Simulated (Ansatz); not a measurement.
Geometry optimisation, Ansatz, UHF/def2-TZVP.

Input:

```yaml
crystal:
  periodic: [false, false, false]
  atoms:
    - { symbol: C, position_ang: [0.5093, -0.1778, 0.0392] }
    - { symbol: O, position_ang: [-0.306, 0.9299, -0.4479] }
    - { symbol: Mg, position_ang: [-2.2287, 0.4112, -0.0745] }
    - { symbol: H, position_ang: [0.2469, -1.0508, -0.5106] }
    - { symbol: H, position_ang: [1.5381, 0.0685, -0.166] }
    - { symbol: H, position_ang: [0.2824, -0.2451, 1.1136] }
magnetization:
  spin_polarized: true
  initial_magnetization: 1
basis:
  gaussian: { orbitals: def2-TZVP }
hamiltonian:
  xc: hf
relax:
  f_tol: 0.02
  max_steps: 50
output:
  orbitals: {}
```

Command:

```bash
$ ansatz run input.yaml --threads 2 --pin off --max-ram 3072MiB --backend cpu --events-out ev --progress --plain --runs-dir out
```

Q: Where does it end, and by what steps?

A: The forces met the threshold. After 7 steps the energy has fallen by 0.865 eV; O2 moved furthest, 0.79 Å.

```
step  energy less start (eV)  largest force component (eV/Å)  accepted
   0                  0.0000                           3.192       yes
   1                 -0.4616                           1.786       yes
   2                 -0.6466                           0.846       yes
   3                 -0.7166                           0.492       yes
   4                 -0.7719                           0.896       yes
   5                 -0.8530                           0.133       yes
   6                 -0.8648                           0.038       yes
   7                 -0.8652                           0.002       yes
```

```xyz
6
Properties=species:S:1:pos:R:3
C 0.497 -0.241 0.077
O -0.724 0.338 -0.137
Mg -2.302 1.073 -0.406
H 0.585 -1.199 -0.435
H 1.311 0.390 -0.281
H 0.676 -0.425 1.137
```

The run took 5.5 s on 2 threads of Intel(R) Xeon(R) 6975P-C (Granite Rapids) (shared host), peak memory 0.21 GiB.
